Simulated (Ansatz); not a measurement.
# NH3 (ammonia) at 6 levels

Aim: a comparison of 6 runs (HF/6-31G, B3LYP/6-31G, HSE06/6-31G, PBE/3-21G, r2SCAN0/3-21G, CCSD(T)/3-21G) of NH3 (ammonia). 

The results are computed with Ansatz 0.2.0.

68 further runs of the same task are left out: 68 set aside as unsound or not needed.

### Step 1. The structure to begin with

NH3: 4 atoms, total charge 0, spin state singlet. As SMILES, `N`. The H2–N1 distance was set to 1.519 Å, away from the relaxed value. At this shape a bond of the SMILES string is far longer than usual.

Bond lengths: N1–H3 1.013 Å, N1–H4 1.013 Å. Angles: H3–N1–H4 107.7°. A long bond or contact: N1–H2 1.519 Å.

### Step 2. The energy at HF/6-31G (run 1)

in.yaml

```yaml
crystal:
  periodic: [false, false, false]
  atoms:
    - {symbol: N, position_ang: [-0.348224, 0.514498, -0.214621]}
    - {symbol: H, position_ang: [0.491930, -0.300470, 0.753380]}
    - {symbol: H, position_ang: [-1.172024, -0.028952, -0.441031]}
    - {symbol: H, position_ang: [0.188126, 0.629918, -1.065771]}
basis:
  gaussian:
    orbitals: 6-31G
hamiltonian:
  xc: hf
accuracy: high
```

On the command line:

```
$ ansatz run in.yaml --threads 1 --pin off --max-ram 2610MiB --events-out events.jsonl --progress --plain --runs-dir runs
```

The log of the run:

```text
Warning: RAYON_NUM_THREADS=1 ignored (pool sized by the plan → 1); use --threads N
Functional definition: HF
  name "HF"
  exchange = exact_x
  correlation = 0
349 factors; integrals over basis functions are off by at most 3.7e-9 eV
mean field evaluation 1: about -1523.9187 eV, gradient 2.6e1 eV
mean field evaluation 2: about -1523.9169 eV, gradient 2.6e1 eV
mean field evaluation 4: about -1525.6203 eV, gradient 1.6e0 eV
mean field evaluation 8: about -1525.6387 eV, gradient 9.8e-5 eV
mean field -1525.63868429 eV, -56.0661875325 hartree, gradient 2.5e-8 eV, S^2 0.000000; 0 other end points of the search recorded, 0 dependent functions left out
reference -1525.63868429 eV, -56.0661875325 hartree; 5, 5 occupied and 10, 10 virtual orbitals, 349 factors
Total energy: -1525.63868429 eV, -56.0661875325 hartree
```

Wall time 0.06 s (1 thread of AMD EPYC 9R45 (Zen 5), shared host).

### Step 3. A single-point energy at B3LYP/6-31G (run 2)

run.yaml

```yaml
basis:
  gaussian:
    orbitals: 6-31G
crystal:
  periodic: [false, false, false]
  atoms:
    - {symbol: "N", position_ang: [-0.348224, 0.514498, -0.214621]}
    - {symbol: H, position_ang: [0.491930, -0.300470, 0.753380]}
    - {symbol: H, position_ang: [-1.172024, -0.028952, -0.441031]}
    - {symbol: H, position_ang: [0.188126, 0.629918, -1.065771]}
hamiltonian:
  xc: {name: B3LYP}
accuracy: high
```

On the command line:

```
$ ansatz run run.yaml --threads 1 --pin off --max-ram 2610MiB --events-out events.jsonl --progress --plain --runs-dir runs
```

The log of the run:

```text
Warning: RAYON_NUM_THREADS=1 ignored (pool sized by the plan → 1); use --threads N
Functional definition: B3LYP
  name "B3LYP"
  parameter a0 = 0.2
  parameter ax = 0.72
  parameter ac = 0.81
  exchange = (1 - a0 - ax)*slater_x + ax*b88_x + a0*exact_x
  correlation = (1 - ac)*vwn_rpa_c + ac*lyp_c
349 factors; integrals over basis functions are off by at most 3.7e-9 eV
mean field evaluation 1: about -1530.1990 eV, gradient 5.1e1 eV
mean field evaluation 2: about -1519.2150 eV, gradient 7.7e1 eV
mean field evaluation 4: about -1536.0732 eV, gradient 1.2e0 eV
mean field evaluation 8: about -1536.0745 eV, gradient 3.0e-3 eV
mean field evaluation 16: about -1536.0745 eV, gradient 1.2e-8 eV
mean field -1536.07452380 eV, -56.4496975610 hartree, gradient 3.1e-8 eV, S^2 0.000000; 0 other end points of the search recorded, 0 dependent functions left out
reference -1536.07454623 eV, -56.4496983853 hartree; 5, 5 occupied and 10, 10 virtual orbitals, 349 factors
Total energy: -1536.07454623 eV, -56.4496983853 hartree
```

It took 0.2 s on 1 thread of AMD EPYC 9R45 (Zen 5), shared host.

Runs 3 to 4 aren't shown in full; the table further down has their settings and results.

### Step 4. The energy at r2SCAN0/3-21G (run 5)

run.yaml

```yaml
crystal:
  periodic: [false, false, false]
  atoms:
    - symbol: "N"
      position_ang: [-0.348224, 0.514498, -0.214621]
    - symbol: H
      position_ang: [0.491930, -0.300470, 0.753380]
    - symbol: H
      position_ang: [-1.172024, -0.028952, -0.441031]
    - symbol: H
      position_ang: [0.188126, 0.629918, -1.065771]
basis:
  gaussian: {orbitals: 3-21G.json}
magnetization: {spin_polarized: false, initial_magnetization: 0}
hamiltonian: {xc: {name: r2SCAN0}}
accuracy: high
```

The basis set 3-21G is read from a file made from the Basis Set Exchange's data (not shown).

On the command line:

```
$ ansatz run run.yaml --threads 1 --pin off --max-ram 2610MiB --events-out events.jsonl --progress --plain --runs-dir runs
```

The log of the run:

```text
Warning: RAYON_NUM_THREADS=1 ignored (pool sized by the plan → 1); use --threads N
Functional definition: r2SCAN0
  name "r2SCAN0"
  parameter a = 0.25
  parameter k0 = 0.174
  parameter k1 = 0.065
  parameter a1 = 4.9479
  exchange = (1 - a)*r2scan_x(k0 = k0, k1 = k1, a1 = a1) + a*exact_x
  correlation = r2scan_c
290 factors; integrals over basis functions are off by at most 1.8e-9 eV
mean field evaluation 1: about -1523.5064 eV, gradient 3.8e1 eV
mean field evaluation 2: about -1520.6075 eV, gradient 4.9e1 eV
mean field evaluation 4: about -1526.6693 eV, gradient 5.6e-1 eV
mean field evaluation 8: about -1526.6629 eV, gradient 1.0e-2 eV
mean field evaluation 16: about -1526.6629 eV, gradient 1.1e-7 eV
mean field -1526.66287070 eV, -56.1038256890 hartree, gradient 4.1e-9 eV, S^2 0.000000; 0 other end points of the search recorded, 0 dependent functions left out
reference -1526.66287092 eV, -56.1038256970 hartree; 5, 5 occupied and 10, 10 virtual orbitals, 290 factors
Total energy: -1526.66287092 eV, -56.1038256970 hartree
```

Run time: 0.38 s. Hardware: 1 thread of AMD EPYC 9R45 (Zen 5), shared host.

### Step 5. The energy at CCSD(T)/3-21G (run 6)

job.yaml

```yaml
crystal:
  periodic: [false, false, false]
  atoms:
    - {symbol: N, position_ang: [-0.348224, 0.514498, -0.214621]}
    - {symbol: H, position_ang: [0.491930, -0.300470, 0.753380]}
    - {symbol: H, position_ang: [-1.172024, -0.028952, -0.441031]}
    - {symbol: H, position_ang: [0.188126, 0.629918, -1.065771]}
basis:
  gaussian:
    orbitals: 3-21G.json
correlation:
  method: ccsd_t
  frozen_orbitals: {H: 0, "N": 1}
scf:
  omitted_lower_state_checks: [cluster_reference, increment]
accuracy: high
total_charge: 0
```

The basis set 3-21G is read from a file made from the Basis Set Exchange's data (not shown).

On the command line:

```
$ ansatz run job.yaml --threads 1 --pin off --max-ram 2610MiB --events-out events.jsonl --progress --plain --runs-dir runs
```

The log of the run (excerpt; [...] marks lines left out):

```text
Warning: RAYON_NUM_THREADS=1 ignored (pool sized by the plan → 1); use --threads N
Functional definition: HF
  name "HF"
[...]
290 factors; integrals over basis functions are off by at most 1.8e-9 eV
[...]
mean field -1517.81433406 eV, -55.7786479653 hartree, gradient 1.9e-8 eV, S^2 0.000000; 0 other end points of the search recorded, 0 dependent functions left out; unrestricted orbitals would lower it
1 core orbitals not correlated: weight in the atoms' cores, before any rotation towards them, 1.000 or more for the frozen orbitals, at most 0.000 for the correlated occupied ones
reference -1517.81433406 eV, -55.7786479653 hartree; 4, 4 occupied and 10, 10 virtual orbitals, 290 factors
second order -3.40932034 eV of doubles, -0.00000000 eV of singles
cycle   1  -3.65980447 eV  change   -2.5e-1 eV  update   5.8e-2
[...]
cycle  21  -3.94302359 eV  change  -9.6e-10 eV  update  6.5e-10
perturbative correction -0.08852367 eV, -0.0032531849 hartree
Total energy: -1521.84588132 eV, -55.9268045943 hartree
Checks for a lower state left out: cluster_reference, increment
```

Wall time 0.06 s (1 thread of AMD EPYC 9R45 (Zen 5), shared host).

### Step 6. Overview of the runs

| run | level | frozen core orbitals | energy (Eh) | wall time |
| --- | --- | --- | --- | --- |
| 1 | HF/6-31G | – | -56.066188 | 0.06 s |
| 2 | B3LYP/6-31G | – | -56.449698 | 0.2 s |
| 3 | HSE06/6-31G | – | -56.372172 | 0.28 s |
| 4 | PBE/3-21G | – | -56.078665 | 0.18 s |
| 5 | r2SCAN0/3-21G | – | -56.103826 | 0.38 s |
| 6 | CCSD(T)/3-21G | 1 | -55.926805 | 0.06 s |

### Step 7. Outcome

```
                                         quantity         value
                              run 6: total energy  -55.92680 Eh
run 6: correlation energy (1 core orbital frozen)    -148.2 mEh
                            run 6: (T) correction     -3.25 mEh
                             run 6: T1 diagnostic         0.012
```

What this shows: Totals of different functionals can't be ranked against each other. In run 6 the log says that unrestricted orbitals would lower the reference, so the values rest on an unstable closed-shell determinant (other closed-shell runs at this shape may share the fault). All runs together took 1.2 s, the longest 0.38 s.
